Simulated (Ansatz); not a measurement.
**C₂H₃B (SMILES B1=CC1): one structure at several levels**

How do the functionals fare away from a minimum? The structure is a frame of a short trajectory.

The runs use Ansatz 0.2.0, Gaussian basis; single points in def2-TZVPP.

Correlated methods freeze the cores.

## Step 1: Starting geometry

6 atoms, charge 0, spin multiplicity 1.

Atoms are counted from 1 here; the program's logs count them from 0.

Bond lengths: B1–C2 1.343 Å, B1–C3 1.439 Å, C2–C3 1.689 Å, C2–H4 1.061 Å, C3–H5 1.083 Å, C3–H6 1.071 Å. Angles: C2–B1–C3 74.7°, B1–C2–C3 55.3°, B1–C2–H4 167.3°, C3–C2–H4 122.2°, B1–C3–C2 50.1°, B1–C3–H5 121.3°, B1–C3–H6 122.3°, C2–C3–H5 115.8°, C2–C3–H6 115.4°, H5–C3–H6 114.5°.

Coordinates:

```csv
atom,x (Å),y (Å),z (Å)
B1,-1.1969,-0.0145,-0.1654
C2,-0.2698,-0.9835,-0.1031
C3,0.0491,0.6659,0.0695
H4,0.4993,-1.6930,-0.2791
H5,0.6007,1.1259,-0.7406
H6,0.3564,0.9746,1.0483
```

## Step 2: PBE-D4/def2-TZVPP

Input file run/in.yaml:

```yaml
crystal:
  periodic: [false, false, false]
  atoms:
    - {symbol: B, position_ang: [-1.196923, -0.014473, -0.165352]}
    - {symbol: C, position_ang: [-0.269824, -0.983512, -0.103126]}
    - {symbol: C, position_ang: [0.049130, 0.665912, 0.069495]}
    - {symbol: H, position_ang: [0.499297, -1.692976, -0.279127]}
    - {symbol: H, position_ang: [0.600697, 1.125885, -0.740600]}
    - {symbol: H, position_ang: [0.356436, 0.974581, 1.048340]}
basis:
  gaussian: {orbitals: def2-TZVPP}
hamiltonian: {xc: pbe, dispersion: d4}
output: {forces: true}
```

Run with:

```bash
$ ansatz run in.yaml --threads 2 --pin off --events-out ev --progress --plain --max-ram 3481MiB
```

## Step 3: r2SCAN-D4/def2-TZVPP

run/in.yaml: that of step 2 with these lines changed.

```diff
@@ -11,3 +11,3 @@
   gaussian: {orbitals: def2-TZVPP}
-hamiltonian: {xc: pbe, dispersion: d4}
+hamiltonian: {xc: r2scan, dispersion: d4}
 output: {forces: true}
```

## Step 4: PBE0-D4/def2-TZVPP

run/in.yaml: that of step 3 with these lines changed.

```diff
@@ -11,3 +11,3 @@
   gaussian: {orbitals: def2-TZVPP}
-hamiltonian: {xc: r2scan, dispersion: d4}
-output: {forces: true}
+hamiltonian: {xc: pbe0, dispersion: d4}
+output: {forces: true, orbitals: {seedname: orbitals}}
```

## Step 5: wB97M-V/def2-TZVPP

run/in.yaml: that of step 4 with these lines changed.

```diff
@@ -11,3 +11,3 @@
   gaussian: {orbitals: def2-TZVPP}
-hamiltonian: {xc: pbe0, dispersion: d4}
-output: {forces: true, orbitals: {seedname: orbitals}}
+hamiltonian: {xc: {name: wB97M-V}}
+output: {forces: true}
```

## Step 6: CCSD(T)/def2-TZVPP

run/in.yaml: that of step 5 with these lines changed.

```diff
@@ -11,3 +11,3 @@
   gaussian: {orbitals: def2-TZVPP}
-hamiltonian: {xc: {name: wB97M-V}}
+correlation: {method: ccsd_t}
 output: {forces: true}
```

(Steps that only read results are left out.)

Q: Predict the outcome of this session. Wanted: energy less free atoms, CCSD(T)/def2-TZVPP; RMS force component; RMS force error; HOMO and LUMO, PBE0-D4; T1 diagnostic.

As calculated:

| quantity | value |
| --- | --- |
| energy less free atoms, CCSD(T)/def2-TZVPP | -2137.3 kJ/mol |
| RMS force component | 0.591 to 0.734 eV/Å over the methods |
| RMS force error | PBE-D4 0.251, r2SCAN-D4 0.319, PBE0-D4 0.404, wB97M-V 0.411 eV/Å |
| HOMO and LUMO, PBE0-D4 | -6.31 and -2.85 eV |
| T1 diagnostic | 0.016 |

In words: Against CCSD(T) the functionals' energies less atoms differ by -153.4 to -73.9 kJ/mol, PBE-D4 by -153.4 kJ/mol. CCSD(T) in triple zeta still lacks some correlation energy of the bonds, so part of these gaps is its own basis error and they don't rank the functionals. For forces PBE-D4 does best and wB97M-V worst. Frozen-core CCSD(T) forces in triple zeta carry basis errors of their own, and this is one geometry, so small gaps rank nothing. The restricted Hartree–Fock reference is unstable towards an unrestricted one at one or more of these structures.
